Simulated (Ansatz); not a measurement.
# Worked example: correlation energy of HSeN, triplet

Geometry: that of the HSeN, singlet, kept fixed. The singlet lies 0.4 eV lower here.

```xyz
3

N     0.0000    0.0874    1.4042
Se    0.0000   -0.0334   -0.2390
H     0.0000    1.4041   -0.7920
```

Basis cc-pVDZ; Ansatz 0.2.0. Only valence electrons are correlated (noble-gas cores and the filled d shells of p-block atoms frozen), which leaves 12 electrons in 31 orbitals. R marks a restricted (for open shells ROHF) determinant, U an unrestricted one. No spin–orbit coupling is included, and no scalar relativity.

Full CI isn't at hand for all of this; UCCSDTQ serves as the reference, and is uncertain by about the last step of the cluster series.

Runs differ by some tens of microhartree through their thresholds and, for an open shell, their frozen cores, so steps under 0.03 kcal/mol mean nothing.

```csv
level,total energy (hartree)
UHF,-2454.745553
UMP2,-2454.967483
UCCSD,-2455.001375
UCCSD(T),-2455.008912
UCCSDT,-2455.010037
UCCSDT(Q),-2455.010692
UCCSDTQ,-2455.010632
```

Task: What is the correlation energy at UCCSDTQ, and what share of it do UMP2 and UCCSD recover?

Result: E(corr) = -2455.010632 − (-2454.745553) = -0.265079 hartree = -7.213 eV. UMP2: -0.221930 / -0.265079 = 83.72 %. UCCSD: -0.255822 / -0.265079 = 96.51 %.

Task: By how many kcal/mol does UCCSD(T) miss UCCSDTQ (1 hartree = 627.509 kcal/mol), and which steps make up the rest?

Result: -2455.008912 − (-2455.010632) = 0.001720 hartree = 1.08 kcal/mol. Steps: UCCSDT − UCCSD(T) = -0.71, UCCSDT(Q) − UCCSDT = -0.41, UCCSDTQ − UCCSDT(Q) = 0.04 kcal/mol. Differences between like states or geometries often cancel part of this.
